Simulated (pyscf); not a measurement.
Structures and frequencies: ωB97X-D3(BJ)/def2-SVP in PySCF. MP2 and CC: frozen core, UHF for open shells. ΔMP2 is the change of the MP2 total energy from the triple- to the quadruple-zeta basis.

### Question
For the elementary gas-phase step `[Cl][Si][Cl]` [singlet] + `[NH3]` → `[NH2][SiH]([Cl])[Cl]` (singlet surface; H–N broken, N–Si, H–Si formed), what barrier and reaction energy does CCSD(T)/def2-TZVPP + ΔMP2(QZVPP) give, measured from the separated reactants?

### Answer
ΔE‡ = 1.01 eV, ΔE = -2.18 eV. Zero-point energy shifts the barrier by -0.05 eV. It is an insertion, with an imaginary mode of 1615i cm⁻¹. On the reactant side the descent ends in an adduct with a N–Si contact, 1.13 eV under the separated species and 2.07 eV under the saddle at ωB97X-D3(BJ)/def2-TZVP. What is counted as formed (N–Si) is already present as a longer contact in the reactant adduct; forming that adduct is a step of its own. This is the saddle that the search found; another between the same sides may lie lower. The CCSD(T) − MP2 part came from Ansatz, without density fitting, on the same reference.
